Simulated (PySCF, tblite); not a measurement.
**C6H4: geometry, infrared bands, NMR shifts and spin-spin couplings**

Aim: predict the infrared bands, NMR shifts and spin-spin couplings of C6H4 (`C#CC1=CC1=C`).

Programs: tblite 0.8.0 and PySCF 2.14.0, with density-fitted response routines of our own. Each step states its level of theory. These are calculated values for one molecule in the gas phase, unless marked as measured. Atoms count from 0, in the outputs and in this text.

## (1) Starting geometry

10 atoms, charge 0, multiplicity 1; geometry from: force field or distance geometry start.

Bonds of the start (Å): C0–C1 1.22, C1–C2 1.43, C2–C3 1.35, C3–C4 1.46, C4–C5 1.33, C4–C2 1.47, C0–H6 1.07, C3–H7 1.08, C5–H8 1.10, C5–H9 1.08.

## (2) Geometry optimisation with GFN2-xTB

Job settings and geometry (Å):

```
{"job": {"kind": "relax", "xc": "GFN2-xTB", "basis": "xTB"}, "charge": 0, "multiplicity": 1}
C      2.917900     0.056100    -0.584400
C      1.726600     0.223600    -0.383100
C      0.337500     0.386200    -0.108300
C     -0.660400     1.286200    -0.018400
C     -1.004400    -0.113800     0.215300
C     -1.856800    -1.100600     0.480500
H      3.958100    -0.074100    -0.772700
H     -1.009000     2.309600    -0.044700
H     -1.510800    -2.142700     0.528800
H     -2.889800    -0.825900     0.664400
```

Launch:

```
> OMP_NUM_THREADS=1 python probes_run.py task.json out
```

This one command runs all jobs of the session in turn.

**Question.** This job is followed by: GFN2-xTB harmonic vibrations, gas phase; GIAO PBE0/pcSseg-1 NMR shielding, non-relativistic, gas phase; B3LYP/pcJ-1 indirect spin-spin coupling, non-relativistic, gas phase. Predict these results of the whole session: strongest single infrared mode (GFN2-xTB); zero-point energy (GFN2-xTB); 13C shifts against TMS (PBE0/pcSseg-1); 1H shifts against TMS (PBE0/pcSseg-1); largest coupling of the table (B3LYP/pcJ-1).

As calculated:

| quantity | value |
| --- | --- |
| strongest single infrared mode (GFN2-xTB) | 1965 cm⁻¹, 170 km/mol |
| zero-point energy (GFN2-xTB) | 43.0 kcal/mol |
| 13C shifts against TMS (PBE0/pcSseg-1) | 142.8, 137.2, 124.8, 113.4, 74.4, 69.1 ppm |
| 1H shifts against TMS (PBE0/pcSseg-1) | 7.93, 4.33, 4.30, 4.18 ppm |
| largest coupling of the table (B3LYP/pcJ-1) | 1J(C,H) C0–H6, 272.1 Hz |

Over 36 steps the energy fell by 0.151 eV; of the close pairs, C1–C2 changed most, 1.425 to 1.373 Å. No mode is imaginary among the 24: a minimum at this level. The strongest single mode, at 1965 cm⁻¹, moves mainly C4. Unscaled tight-binding wavenumbers are off by several per cent, some by more. Its intensities can rank the bands wrongly. The most deshielded hydrogen is H7 (hydrogen on an alkene CH), at 7.93 ppm: attached to an sp2 carbon and in the plane of the double bond. At PBE0/pcSseg-1: The largest span, 292 ppm, is at C1, where the paramagnetic term is -132 ppm. In the run at B3LYP/pcJ-1, the largest coupling of the table is C0–H6, 272.1 Hz, of which the Fermi-contact term gives 273.8 Hz.
